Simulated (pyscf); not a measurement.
`[OH][SnH3]` + `[H]` [doublet] → `[SnH3]` [doublet] + `[OH2]`, a substitution at O (doublet surface; O–Sn broken, H–O formed). Single points on ωB97X-D3(BJ)/def2-SVP structures (PySCF, gas phase). Correlated levels are frozen-core, on RHF or UHF. ΔMP2 is the change of the MP2 total energy from the triple- to the quadruple-zeta basis. Energies in kcal/mol from the separated reactants.

Small-basis levels: PySCF, no dispersion term, spherical d functions. AM1 to PM7: differences of heats of formation from MOPAC. GFN2-xTB: tblite. Open shells are spin-unrestricted. 

| level | barrier | reaction energy |
|---|---|---|
| HF/6-31G*+LANL2DZ | 25.6 | -21.8 |
| MP2/6-31G*+LANL2DZ | 19.2 | -14.7 |
| SVWN5/6-31G*+LANL2DZ | -8.1 | -26.5 |
| PBE/6-31G*+LANL2DZ | 0.6 | -24.8 |
| B3LYP/LANL2DZ | 1.1 | -23.8 |
| B3LYP/6-31G*+LANL2DZ | 4.2 | -25.5 |
| M06-2X/6-31G*+LANL2DZ | 10.5 | -19.0 |
| B3LYP/6-311+G**+LANL2DZ | 2.4 | -30.7 |
| B3LYP/def2-SVP | 1.6 | -32.5 |
| GFN2-xTB | 16.1 | -24.2 |
| PM6 | -10.9 | -34.2 |
| PM7 | 2.2 | -25.5 |
| CCSD(T)/def2-TZVPP + ΔMP2(QZVPP) | 9.4 | -30.0 |

Against the last row the barrier runs from -20.3 (PM6) to +16.2 kcal/mol (HF/6-31G*+LANL2DZ). At SVWN5/6-31G*+LANL2DZ, PM6 this geometry lies under one side, so the entry may be no barrier of that level: it is a single point on another level's saddle. CCSD(T)/def2-TZVPP + ΔMP2(QZVPP) has limits of its own. This is the saddle that the search found; another between the same sides may lie lower. The angle at the attacked O is 148°. The CCSD(T) − MP2 part came from Ansatz, without density fitting, on the same reference. The frozen core leaves the outer d or s,p core shells of the metals and heavy elements correlated in the MP2 and CC values, and def2-TZVPP describes them poorly, which can shift differences by a few kcal/mol. Elements past Kr carry the def2 core potentials, without spin-orbit coupling.
